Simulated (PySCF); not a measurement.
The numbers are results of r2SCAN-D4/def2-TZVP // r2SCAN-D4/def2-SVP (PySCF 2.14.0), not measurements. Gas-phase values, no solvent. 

Reference species (SMILES): `[NH2]` (neutral, multiplicity 2).

The dipole moment comes out as 1.96 D.

Changed species: `C[O]` (free radical OCH3; the reference has free radical NH2).

Problem. Give the shifts of the dipole moment.

Solution. the dipole moment rises by 0.06 D, to 2.02 D.
